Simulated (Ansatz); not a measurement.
Correlation energies of `C[SiH2][SiH2]` radical by basis set

Z-matrix (Å, degrees):
```
C
Si 1 1.875
H 1 1.092 2 110.7
H 1 1.092 2 110.5 3 119.8
H 1 1.092 2 110.8 3 -120.1
Si 2 2.328 1 110.6 3 60.3
H 2 1.490 1 110.7 3 179.4
H 2 1.493 1 109.9 3 -62.2
H 6 1.490 2 114.7 1 -55.5
H 6 1.489 2 115.4 1 175.9
```

Charge 0, multiplicity 2. All single points use the PBE0-D4/def2-TZVP geometry. Frozen core, unrestricted reference, the Gaussian-basis code of Ansatz. CBS rows extrapolate triple and quadruple zeta; past MP2 they add the triple-zeta difference.

| basis | HF (Eh) | MP2 corr. | CCSD corr. | (T) | CCSD(T) total |
| --- | --- | --- | --- | --- | --- |
| def2-SVP | -619.56127 | -0.33374 | -0.39142 | -0.01044 | -619.96313 |
| def2-TZVPP | -619.81051 | -0.41467 | -0.47072 | -0.01679 | -620.29802 |
| def2-QZVPP | -619.83028 | -0.44289 | – | – | – |
| CBS(def2) | -619.83300 | -0.46379 | -0.51984 | as TZ | -620.36963 |
